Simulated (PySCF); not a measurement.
Indirect couplings

Bonds (- single, = double, # triple, : aromatic): C1-C2 1.517 Å, C2-O3 1.417 Å, C2-C4 1.522 Å, C4-O5 1.397 Å. C1 carries H6, H7, H8; C2 carries H9; O3 carries H10; C4 carries H11, H12; O5 carries H13. Stereochemistry as in C[C@H](O)CO. H12 is pro-R; H11 is pro-S.

Method: B3LYP/pcJ-1 (without the spin–dipole term)//PBE0-D3(BJ)/def2-SVP, PySCF; isolated molecule, single conformer, non-relativistic. Couplings are averaged over pairs made equivalent by symmetry, fast rotation or ring inversion, so a value needn't be that of the named pair in this geometry, while other rotamers aren't included; one pair stands for each set, and the list holds a selection of those of at least 1.5 Hz over up to four bonds, among pairs with at least one C or H atom (others weren't computed).

Isotopes: ¹³C, ¹H, ¹⁷O. Couplings to quadrupolar nuclei such as 17O and 33S are rarely resolved in practice.

```
    pair  bonds  J (Hz)
  C1, C2      1    38.8
  C1, H6      1       ?
  C2, O3      1    18.9
  C2, C4      1       ?
  C2, H9      1       ?
 O3, H10      1   -76.4
  C4, O5      1    21.6
 C4, H11      1   147.4
 C4, H12      1   146.9
 O5, H13      1   -71.5
  C2, H6      2       ?
 C2, H10      2       ?
  O3, H9      2       ?
 C4, H13      2    -3.7
 O5, H11      2    -3.8
 O5, H12      2   -14.0
  H6, H7      2   -13.9
 C1, H11      3     6.5
 C1, H12      3       ?
 C2, H13      3     2.9
 O3, H11      3       ?
 O3, H12      3    -9.0
  C4, H6      3     4.4
 C4, H10      3     8.7
 H9, H11      3     3.3
H10, H12      4     2.9
```

Estimate the withheld couplings, with signs.

## Answers


- ¹J(C1,H6) = 132.6 Hz (mean over equivalent pairs that range from 130.0 to 136.9 Hz in this conformer)
- ¹J(C2,C4) = 39.9 Hz (bond length 1.522 Å)
- ¹J(C2,H9) = 145.0 Hz (bond length 1.109 Å, sp3 carbon)
- ²J(C2,H6) = -3.3 Hz (mean over equivalent pairs that range from -6.0 to 0.5 Hz in this conformer)
- ²J(C2,H10) = -2.1 Hz (angle at O3 109°)
- ²J(O3,H9) = -4.0 Hz (angle at C2 110°)
- ³J(C1,H12) = 2.2 Hz (dihedral angle 57°)
- ³J(O3,H11) = -2.4 Hz (dihedral angle 65°)
